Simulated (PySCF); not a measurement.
A geometry optimisation on formyl fluoride (`O=CF`).

Computed with PBE0-D3(BJ)/def2-SVP geometry optimisation, gas phase (PySCF 2.14.0). Start geometry: GFN2-xTB. The input is one job of a driver script: a line of settings, then coordinates in Å.

Command:
```bash
OMP_NUM_THREADS=1 python probes_run.py task.json out
```

Input:
```
{"job": {"xc": "PBE0", "basis": "def2-SVP", "d3": "d3bj", "grid": 1, "kind": "geom"}, "charge": 0, "multiplicity": 1}
O     -0.884668    -0.854057    -0.001358
C     -0.088791     0.005260    -0.005584
F      1.229824    -0.238669    -0.007178
H     -0.246131     1.092239    -0.008735
```

Output:
```
step   0  E = -213.38735077  max force = 0.017783
step   1  E = -213.38759013  max force = 0.005616
step   2  E = -213.38745222  max force = 0.006626
step   3  E = -213.38759638  max force = 0.002464
step   4  E = -213.38761968  max force = 0.001450
step   5  E = -213.38762491  max force = 0.000251
optimisation converged
```

Energies in Eh; «max force» is the largest Cartesian gradient component in Eh/bohr.

Q: Give the first gradient maximum in eV/Å.

A: With 1 Eh/bohr = 51.422 eV/Å, 0.914 eV/Å.

Q: How much energy does the optimisation release, in kJ/mol?

A: E(step 0) − E(last step) = 0.000274 Eh, which is 0.7 kJ/mol.

Summary of the converged run: final energy -213.38762 Eh after 5 steps; dipole 2.01 D.

Q: Give the final coordinates.

A: 0.008 Å rms from the input after alignment:
```
atom  x, y, z in Å
O1    -0.8891   -0.8513   -0.0016
C2    -0.0768    0.0009   -0.0050
F3     1.2298   -0.2395   -0.0114
H4    -0.2532    1.0949   -0.0044
```

Hardware: one thread, Intel Xeon Platinum 8259CL at 2.50 GHz (x86_64), shared host. Cost: 4.6 s of wall time, 0.26 GiB resident at most.
Labels such as C1 count atoms from 1, the log's own numbers from 0.
